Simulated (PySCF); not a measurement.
Series: H3E-E'H3. Isolated molecules, 0 K electronic values unless said otherwise. Strings in code marks are SMILES.

Computed with PySCF with B3LYP-D3(BJ)/def2-TZVP. B3LYP has the VWN-RPA correlation part, as in Gaussian. 

A: `[NH3+][GaH3-]`
B: `[NH3+][AlH3-]`
C: `[SnH3][GeH3]`
D: `[GeH3][GeH3]`
E: `CC`
F: `[SnH3][SiH3]`

### Question
Which member has the lowest HOMO–LUMO gap?

### Answer
B (6.55 eV); next is A (6.72 eV).
